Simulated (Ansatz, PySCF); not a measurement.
System: C₄H₅ (charge 0, doublet). It need not be the lowest isomer of its formula. 
Geometry from a B3LYP-D3(BJ)/def2-TZVP (Ansatz, a quantum-chemistry and plane-wave program) optimisation:
```xyz
9

C      0.6172     1.8150    -0.0118
C      0.6302     0.5024    -0.0026
C     -0.5602    -0.3480     0.0017
C     -0.5154    -1.6802     0.0110
H     -0.1084     2.6133    -0.0183
H      1.5870    -0.0195     0.0023
H     -1.5187     0.1605    -0.0032
H      0.4276    -2.2140     0.0160
H     -1.4181    -2.2759     0.0139
```
Charge 0, spin multiplicity 2.

Dipole moments at this geometry, in debye (magnitudes).

| level | program | dipole (D) |
|---|---|---|
| SVWN5/def2-TZVPD | Ansatz | 0.80 |
| PBE/def2-TZVPD | Ansatz | 0.75 |
| BLYP/def2-TZVPD | Ansatz | 0.75 |
| revPBE/def2-TZVPD | Ansatz | 0.74 |
| r2SCAN/def2-TZVPD | Ansatz | 0.71 |
| B97M-V/def2-TZVPD | Ansatz | 0.72 |
| B3LYP/def2-TZVPD | Ansatz | 0.73 |
| r2SCANh/def2-TZVPD | Ansatz | 0.70 |
| r2SCAN0/def2-TZVPD | Ansatz | 0.68 |
| M06-2X/def2-TZVPD | PySCF | 0.68 |
| LC-wPBE/def2-TZVPD | Ansatz | 0.72 |
| wB97M-V/def2-TZVPD | Ansatz | 0.73 |
| wB97X-V/def2-TZVPD | Ansatz | 0.75 |
